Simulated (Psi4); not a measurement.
Psi4 input (wB97X-D/6-31G*):

```
memory 1500 MB

molecule {
0 3
C     0.00940108    0.00315426    0.10262029
H    -0.01915108    0.98625848   -0.33929582
H    -0.03725541   -1.00518403   -0.27642595
symmetry c1
no_reorient
no_com
}

set {
  basis 6-31G*
  reference uks
  scf_type pk
  dft_radial_points 99
  dft_spherical_points 590
  e_convergence 1e-8
  d_convergence 1e-7
  maxiter 150
}

e = energy('wb97x-d')
print_out(f'\nFINAL {e:.10f} DIPOLE {variable("CURRENT DIPOLE")[0]:.6f} {variable("CURRENT DIPOLE")[1]:.6f} {variable("CURRENT DIPOLE")[2]:.6f}\n')
```

### Question
What final total energy does it give?

### Answer
-39.13310 Eh.
